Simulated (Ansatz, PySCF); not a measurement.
System: hydrogen isocyanide, CHN, charge 0, multiplicity 1. 
Coordinates optimised at B3LYP-D3(BJ)/def2-TZVP (Ansatz, a first-principles code):
SMILES: [C-]#[NH+]
```xyz
3

C      0.0000     0.0000    -0.7364
N      0.0000     0.0000     0.4276
H      0.0000     0.0000     1.4250
```

Dipole moments at this geometry, in debye (magnitudes).

| level | program | dipole (D) |
|---|---|---|
| PBE/def2-TZVPD | Ansatz | 3.12 |
| BLYP/def2-TZVPD | Ansatz | 3.10 |
| TPSSh/def2-TZVPD | PySCF | 3.09 |
| wB97M-V/def2-TZVPD | Ansatz | 3.06 |
| wB97X-V/def2-TZVPD | Ansatz | 3.08 |
| CCSD(T)/aug-cc-pVDZ | Ansatz | 3.15 |

Measured: 3.05 D (NIST CCCBDB, as tabulated in the package chemicals), a vibrational average. This is an older compilation, not checked against later work.
